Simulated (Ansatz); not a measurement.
The first iterations of a band of C₂H₇NO₂ (12 atoms, charge 0, multiplicity 1).

These are results of RKS PBE0/def2-SVP in Ansatz 0.2.0, not measurements.

| Property | Result |
| --- | --- |
| movable images | 5 |
| climbing image | yes |
| spring | 5.0 eV/Å² |
| optimiser | lbfgs |
| start path | IDPP |
| force threshold | 0.05 eV/Å |
| iteration limit | 60 |
| end points | relaxed |

Image 0:

```xyz
12
Properties=species:S:1:pos:R:3
C -0.461 -0.174 1.401
N 0.186 -0.822 0.277
C 0.418 -0.004 -0.864
O -0.784 0.322 -1.499
O 1.030 1.201 -0.534
H 0.151 0.610 1.884
H -1.389 0.301 1.053
H -0.733 -0.928 2.154
H 1.040 -1.297 0.552
H 1.072 -0.591 -1.548
H -1.271 -0.502 -1.609
H 0.817 1.830 -1.233
```

Image 6:

```xyz
12
Properties=species:S:1:pos:R:3
C -0.022 -0.013 1.590
N -0.129 -0.684 0.314
C 0.219 0.086 -0.838
O 0.099 -0.707 -1.968
O -0.632 1.186 -0.855
H 0.995 0.369 1.821
H -0.712 0.841 1.614
H -0.314 -0.705 2.393
H 0.416 -1.541 0.296
H 1.281 0.430 -0.848
H -0.791 -1.084 -1.921
H -0.334 1.767 -1.563
```

| iteration | highest image above the first end (eV) | largest band force component (eV/Å) |
| --- | --- | --- |
| 1 | 0.341 | 1.649 |
| 2 | 0.259 | 0.903 |
| 3 | 0.208 | 0.643 |
| 4 | 0.172 | 0.758 |
| 5 | 0.160 | 0.382 |
| 6 | 0.154 | 0.288 |
| 7 | 0.150 | 0.295 |
| 8 | 0.146 | 0.187 |
| 9 | 0.143 | 0.272 |
| 10 | 0.140 | 0.249 |
| 11 | 0.138 | 0.255 |
| 12 | 0.136 | 0.157 |
| 13 | 0.134 | 0.211 |

Does the band converge within its limit, and where does its top end?

The forces met the threshold. It ended after 41 iterations with the highest image 0.099 eV above the first end. Another band between the same ends (5 images) ends at a top of the same energy, where a vibrational analysis finds 1 clearly imaginary mode.

Run time: 4.3 min on 2 threads of INTEL(R) XEON(R) PLATINUM 8581C CPU @ 2.30GHz (Emerald Rapids), with other jobs on the host, peak memory 0.24 GiB.
